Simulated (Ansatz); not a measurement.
in.yaml

```yaml
crystal:
  periodic: [false, false, false]
  atoms:
    - {symbol: Al, position_ang: [0.000000, 0.000000, 0.191392]}
    - {symbol: Al, position_ang: [0.000000, 0.000000, -2.108620]}
    - {symbol: H, position_ang: [0.000000, 0.000000, 5.600392]}
    - {symbol: H, position_ang: [0.000000, 0.000000, -3.683163]}
basis:
  gaussian: {orbitals: 6-31G, fitting: {mean_field: def2-universal-jkfit}}
magnetization: {spin_polarized: true, initial_magnetization: 2}
correlation: {method: ccsd_t, electrons: valence}
accuracy: high
```

```sh
$ ansatz run in.yaml --threads 1 --pin off --events-out ev --progress --plain --max-ram 2393MiB
```

Output:

```
292 factors; integrals over basis functions are off by at most 2.1e-1 eV
mean field evaluation 1: about -13184.0651 eV, gradient 9.9e0 eV
mean field evaluation 2: about -13179.4066 eV, gradient 1.0e1 eV
mean field evaluation 4: about -13185.7647 eV, gradient 6.7e0 eV
mean field evaluation 8: about -13187.7344 eV, gradient 6.4e0 eV
mean field evaluation 16: about -13191.3585 eV, gradient 8.3e-1 eV
mean field evaluation 32: about -13191.6723 eV, gradient 2.7e-8 eV
mean field evaluation 64: about -13191.2025 eV, gradient 1.8e-7 eV
mean field evaluation 96: about -13190.9549 eV, gradient 4.0e-1 eV
mean field evaluation 128: about -13190.8349 eV, gradient 4.4e-1 eV
mean field evaluation 160: about -13189.2777 eV, gradient 4.0e0 eV
...
cycle  20  -1.80863562 eV  change  -8.1e-10 eV  update   9.2e-9
cycle  21  -1.80863562 eV  change   -1.5e-9 eV  update   7.0e-9
cycle  22  -1.80863562 eV  change   -1.1e-9 eV  update   5.7e-9
cycle  23  -1.80863562 eV  change   -1.2e-9 eV  update   4.7e-9
cycle  24  -1.80863562 eV  change   1.8e-10 eV  update   3.5e-9
cycle  25  -1.80863562 eV  change    1.4e-9 eV  update   2.8e-9
cycle  26  -1.80863562 eV  change   9.0e-10 eV  update   2.1e-9
cycle  27  -1.80863562 eV  change   4.4e-10 eV  update   1.7e-9
cycle  28  -1.80863562 eV  change   2.5e-10 eV  update   1.3e-9
cycle  29  -1.80863562 eV  change  -1.1e-10 eV  update  9.4e-10
perturbative correction -0.04588273 eV, -0.0016861594 hartree
Total energy: -13193.52680649 eV, -484.8531672449 hartree
```

Ran on 1 thread of Arm Neoverse V2, shared host: 4.8 s wall, 0.19 GiB peak host memory.
